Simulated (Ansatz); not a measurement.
bcc W, treated with r²SCAN+SOC (PAW; Ansatz, an electronic-structure program).

Settings: plane-wave cutoff 600 eV, 28×28×28 k mesh, Fermi–Dirac smearing 0.093 eV (set by the program), PAW data made under PBE.

Cell (relaxed at this level):

```xyz
1
Lattice="-1.5848 1.5848 1.5848 1.5848 -1.5848 1.5848 1.5848 1.5848 -1.5848" Properties=species:S:1:pos:R:3 pbc="T T T"
W      0.0000     0.0000     0.0000
```

**Question.** Predict the Poisson ratio, elastic constant C12, elastic constant C11 and elastic constant C44.

**Answer.** 
- Poisson ratio = 0.286
- elastic constant C12 = 207 GPa
- elastic constant C11 = 539 GPa
- elastic constant C44 = 153 GPa

Measured, for comparison: elastic constant C12 205 GPa, elastic constant C11 533 GPa, elastic constant C44 163 GPa (0 K, extrapolated to 0 K; zero-point effects included; as tabulated in Wang et al. (2022), arXiv:2209.12322). Computed (rounded) less measured: elastic constant C12 +1.0 %, elastic constant C11 +1 %, elastic constant C44 -6 %.

Note: shear constants of such metals converge slowly with the k mesh.

Elastic constants are with the ions relaxed.

Computed values are for the static lattice.

The result took about 70 core-minutes (a rough figure).
